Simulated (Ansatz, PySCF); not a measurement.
The pair A = C2H2 (SMILES C#C) (first 4 atoms), B = C2H2 (SMILES C#C); geometry from S66by8 set.
(charge 0, multiplicity 1):
| atom | x (Å) | y (Å) | z (Å) |
|---|---|---|---|
| C | -0.5991 | -0.0744 | -2.1927 |
| H | -1.6611 | -0.0743 | -2.1986 |
| C | 0.6127 | -0.0745 | -2.1895 |
| H | 1.6747 | -0.0746 | -2.1897 |
| C | -0.0048 | 0.0553 | 1.5857 |
| H | -0.0014 | 0.0215 | 0.5224 |
| C | -0.0088 | 0.0936 | 2.7972 |
| H | -0.0120 | 0.1269 | 3.8581 |

Frozen-core correlation. Rows in 6-31G* carry no dispersion term and start afresh at each structure (6-31G* with six Cartesian d functions).

Run with Ansatz (Gaussian orbitals); PySCF for 6-31G* rows. Values without a source in brackets are computed.

Total energies (hartree), monomers frozen at their geometry in the pair:

```tsv
structure	HF/6-31G*	B3LYP/def2-TZVPPD	CCSD(T)/aug-cc-pVTZ
AB	-153.6343656	-154.7319031	-154.3872162
A in the pair's basis	-76.8169424	-77.3653935	-77.1924701
B in the pair's basis	-76.8162713	-77.3653499	-77.1924303
A	-76.8162234	-77.3653326	-77.1921864
B	-76.8161848	-77.3653181	-77.1921865
```

Problem. Work out the interaction energy without and with the counterpoise correction, and the superposition error, for each level.

Solution. 
E(AB) − E(A) − E(B), times 627.509 kcal/mol, with the monomers in their own basis and then in the pair's basis:
- HF/6-31G*: -1.23 uncorrected, -0.72 corrected; the monomers gain 0.51 kcal/mol from borrowed functions
- B3LYP/def2-TZVPPD: -0.79 uncorrected, -0.73 corrected; the monomers gain 0.06 kcal/mol from borrowed functions
- CCSD(T)/aug-cc-pVTZ: -1.78 uncorrected, -1.45 corrected; the monomers gain 0.33 kcal/mol from borrowed functions

Ansatz is a quantum-chemistry and plane-wave program.
